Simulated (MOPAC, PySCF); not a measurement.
Constitutional and geometric isomers with formula C2H6O. Isolated molecules, 0 K electronic values unless said otherwise. One relaxed conformer stands for each flexible species; it need not be the lowest. Strings in code marks are SMILES.

Quantity: vertical ionisation energy (energy after one electron is removed minus that of the parent at the parent's geometry), in eV.

Level 1: PBE-D3(BJ)/def2-TZVP // PBE0-D3(BJ)/def2-TZVP (PySCF)
Level 2: B3LYP/6-31G* // PBE0-D3(BJ)/def2-TZVP (PySCF)
Level 3: PBE/6-31G* // PBE0-D3(BJ)/def2-TZVP (PySCF)
Level 4: minus the HOMO energy of PM3 // PBE0-D3(BJ)/def2-TZVP (MOPAC)

```
species                       level 1  level 2  level 3  level 4
----------------------------  -------  -------  -------  -------
`CCO` (C–C–O–H torsion 180°)    10.13    10.26     9.89    10.91
`COC`                            9.72     9.79     9.54    10.68
```
